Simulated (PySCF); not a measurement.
Where the electron goes

Compound: (H2Al-mu-H)2.
Geometry (PBE0-D3(BJ)/def2-SVP, Å), atoms numbered from 1 in this order:
```
atom  x, y, z in Å
Al1   -0.3854    0.4579   -1.1572
H2     0.0471    1.9410   -1.4950
H3    -1.2304   -0.5444   -2.0420
H4    -0.9756    0.3991    0.4843
Al5    0.3866   -0.4579    1.1571
H6     1.2314    0.5395    2.0474
H7    -0.0520   -1.9410    1.4872
H8     0.9783   -0.3944   -0.4818
```

Method: TDDFT PBE0/def2-SVPD, vertical, gas phase, core orbitals frozen in the response in PySCF.

Kohn–Sham orbitals with the atoms that hold most of them (Löwdin shares over 4%, at most four atoms; ? is withheld):

| orbital | ε (eV) | atoms |
| --- | --- | --- |
| HOMO-3 | -9.93 | H8 27%, H4 27%, Al5 22%, Al1 22% |
| HOMO-2 | -9.28 | Al5 22%, Al1 22%, H2 11%, H7 11% |
| HOMO-1 | -9.03 | ? |
| HOMO | ? | ? |
| LUMO | -1.14 | Al1 30%, Al5 30%, H8 10%, H4 10% |
| LUMO+1 | 0.02 | Al5 35%, Al1 35%, H8 10%, H4 10% |
| LUMO+2 | 0.22 | Al5 23%, Al1 22%, H2 10%, H7 10% |

Which atoms hold the HOMO-1, and with what shares?

Al5 (bonded to 4 H) 20%; Al1 (bonded to 4 H) 20%; H7 (bonded to Al) 14%; H3 (bonded to Al) 14%. By element: aluminium 40%, hydrogen 27% or more.

Which atoms hold the HOMO, and with what shares?

Al1 (bonded to 4 H) 21%; Al5 (bonded to 4 H) 21%; H3 (bonded to Al) 15%; H6 (bonded to Al) 14%. By element: aluminium 42%, hydrogen 29% or more.

What is the HOMO energy, and the HOMO–LUMO gap?

ε(HOMO) = -8.60 eV; the gap is 7.46 eV (0.2742 hartree).

The HOMO–LUMO gap is 7.46 eV. Where does the response calculation put the lowest singlet, and from which orbitals?

S1 is at 6.18 eV (f = 0.0000), 1.28 eV below the gap, made of HOMO→LUMO (98%). 

Give energy, strength and leading configuration of S1, S2, S3 and S4, and follow the Löwdin shares of the leading atoms from the occupied to the empty orbital.

- S1 (6.18 eV, f 0.0000), HOMO→LUMO (98%): Al1 21% → 30%, Al5 21% → 30%
- S2 (6.57 eV, f 0.0000), HOMO-1→LUMO (97%): Al5 20% → 30%, Al1 20% → 30%
- S3 (6.81 eV, f 0.0000), HOMO-2→LUMO (99%): Al5 22% → 30%, Al1 22% → 30%
- S4 (7.55 eV, f 0.0000), HOMO→LUMO+1 (95%): Al1 21% → 35%, Al5 21% → 35%

Löwdin shares depend on the basis, the more so with diffuse functions.
